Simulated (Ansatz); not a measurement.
The first iterations of a band of AlF2H + H2 (6 atoms, charge 0, multiplicity 1).

The calculation used Ansatz 0.2.0, RKS BHLYP-D4/def2-mTZVP.

| Item | Value |
| --- | --- |
| movable images | 7 |
| climbing image | yes |
| spring | 5.0 eV/Å² |
| optimiser | quadratic models (default) |
| start path | through a guess of the saddle point |
| force threshold | 0.05 eV/Å |
| iteration limit | 60 |
| end points | relaxed |

First end point:

```xyz
6
Properties=species:S:1:pos:R:3
Al -0.024 0.211 0.122
F 0.025 0.760 1.659
F 1.401 -0.041 -0.636
H -1.366 0.071 -0.634
H 0.261 -2.158 0.697
H -0.050 -1.926 1.327
```

Last end point:

```xyz
6
Properties=species:S:1:pos:R:3
Al -0.215 -0.744 -0.157
F -0.063 -0.202 1.824
F 1.357 -0.145 -0.142
H -1.317 0.224 -0.698
H -0.339 -2.300 -0.067
H 0.826 0.083 1.777
```

| iteration | highest image above the first end (eV) | largest band force component (eV/Å) |
| --- | --- | --- |
| 1 | 4.368 | 29.317 |
| 2 | 1.751 | 2.780 |
| 3 | 2.063 | 2.317 |

Task: Does the band converge within its limit, and where does its top end?

Result: The forces met the threshold. It ended after 11 iterations with the highest image 1.698 eV above the first end. A vibrational analysis at the climbing image gives one clearly imaginary mode, 1033i cm⁻¹: a first-order saddle point. The orbitals stay closed-shell, which can raise the energy where a bond breaks towards radicals; this wasn't checked here.

Run time: 2.7 min on 1 thread of Arm Neoverse V1, with other jobs on the host, peak memory 0.12 GiB.
